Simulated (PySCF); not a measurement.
## 1,1-elimination

Start structure (CH₄AlCl, closed shell), relaxed at PBE0-D4/def2-TZVP:

```csv
atom,x (Å),y (Å),z (Å)
Al1,-0.6398,-0.7776,-0.0737
C2,0.5080,0.7839,-0.0631
H3,-1.8003,-1.0666,-1.1045
Cl4,-0.3286,-2.2448,1.4043
H5,1.5392,0.5013,-0.2992
H6,0.5301,1.2466,0.9278
H7,0.1914,1.5370,-0.7886
```

The step: CH₄AlCl ([CH3][AlH][Cl]) → AlCl + CH₄; bonds formed: C2–H3; bonds broken: Al1–C2, Al1–H3. Computed with PySCF 2.14 with density fitting (its default auxiliary sets; JK sets also for MP2 and CCSD(T)) (basis: def2-TZVPP and def2-QZVPP); correlated methods freeze the cores. Extrapolation: Hartree–Fock as exp(−7.88 √X), correlation as X^−2.97. Energies below are by CCSD(T) at an estimated basis limit (MP2 extrapolated from triple and quadruple zeta, plus CCSD(T) − MP2 in triple zeta).

Question: What are the electronic barrier and the energy of the step, from the start structure to the end structure? (Judge from chemistry; the value comes from the calculation.)

Answer: Computed: Barrier 338.7 kJ/mol; step energy 48.1 kJ/mol (uphill); reverse barrier, their difference, 290.5 kJ/mol. Barrier and step energy count from the start structure, the reverse barrier from the end structure.

The saddle point: One imaginary mode of 1456i cm⁻¹.
```
  pair  start (Å)  saddle (Å)  end (Å)
 C2–H3       3.14        1.73     1.09
Al1–C2       1.94        2.18     3.68
Al1–H3       1.58        1.57     3.34
```

Zero-point energy (harmonic, PBE0-D4): ZPE is 114.2 kJ/mol at the start and 106.9 kJ/mol at the saddle, so the barrier goes from 338.7 to 331.3 kJ/mol.

The T1 diagnostic stays at or below 0.016. The restricted Hartree–Fock reference is unstable towards an unrestricted one at one or more of these structures. A large double-excitation amplitude points to some diradical character; no triplet was computed. The end structure is not quite a true minimum (one mode of 32i cm⁻¹).

Labels in which every atom is bracketed show which atoms are joined, not bond orders.

For scale, one of the runs: CCSD(T)/def2-TZVPP, 171 basis functions, launched by `OMP_NUM_THREADS=4 python run.py`. Hardware: 4 CPU threads of an INTEL XEON PLATINUM 8581C, shared host. Wall time 78 s; peak host memory 1.2 GiB.
